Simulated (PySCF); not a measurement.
AlOCl + H₂O → AlO(OH) + HCl

Level: PBE0 in the def2-TZVP basis family, all electrons, no relativity, computed in PySCF with density fitting; open shells unrestricted.

| species | state and structure | E (Eh) | ZPE (kJ/mol) | H(298 K) − H(0) (kJ/mol) | S° (J/(mol K)) |
| --- | --- | --- | --- | --- | --- |
| AlOCl | singlet, C∞v, Al–Cl 2.059 Å, Al–O 1.592 Å; Cl–Al–O 180.0° | -777.61040 | 11.9 | 12.4 | 257.2 |
| H₂O | singlet, C2v, O–H 0.960 Å (×2); H–O–H 105.1° | -76.37736 | 56.5 | 9.9 | 188.7 |
| AlO(OH) | singlet, Cs, Al–O 1.595 Å, Al–O 1.666 Å, O–H 0.954 Å; Al–O–H 132.2°, O–Al–O 177.5° | -393.31198 | 41.0 | 13.7 | 263.7 |
| HCl | singlet, C∞v, H–Cl 1.279 Å | -460.66440 | 17.9 | 8.7 | 186.6 |

(1) What is the electronic reaction energy?

(2) Add zero-point, thermal and entropy terms for 298.15 K and 1 bar.

Answers

(1) At PBE0/def2-TZVP, ΔE = 29.9 kJ/mol from the differences of the total energies times 2625.5, uphill. 

(2) ΔZPE = -9.5 and Δ[H(298) − H(0)] = 0.1 kJ/mol give ΔH° = 20.5 kJ/mol. ΔS° = 4.4 J/(mol K), so ΔG° = 20.5 − 298.15 × (0.0044) = 19 kJ/mol and log₁₀K = -3.4.

Each species is the lowest minimum found with this bonding; other isomers or fragments can lie lower.
